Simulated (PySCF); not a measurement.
FLi, charge +1, multiplicity 2. Atoms are numbered in the order given.

```xyz
2

Li     0.0000     0.0000    -1.5324
F      0.0000     0.0000     0.5108
```
Charge +1, spin multiplicity 2.

Geometry optimised at B3LYP-D3(BJ)/def2-TZVPD. The spin state was assumed, not searched.

Level of theory: PySCF with B3LYP/def2-TZVPD.

The molecule is in vacuum.

Computed frontier levels, dipole moment:
```
Property                                                           Result
------------------------------------------------  -----------------------
α spin, highest occupied and lowest empty level       -20.13 and -6.70 eV
β spin, highest occupied and lowest empty level      -19.27 and -14.51 eV
dipole moment about the centre of nuclear charge                   6.73 D
⟨S²⟩                                              0.752 (pure state 0.75)
```
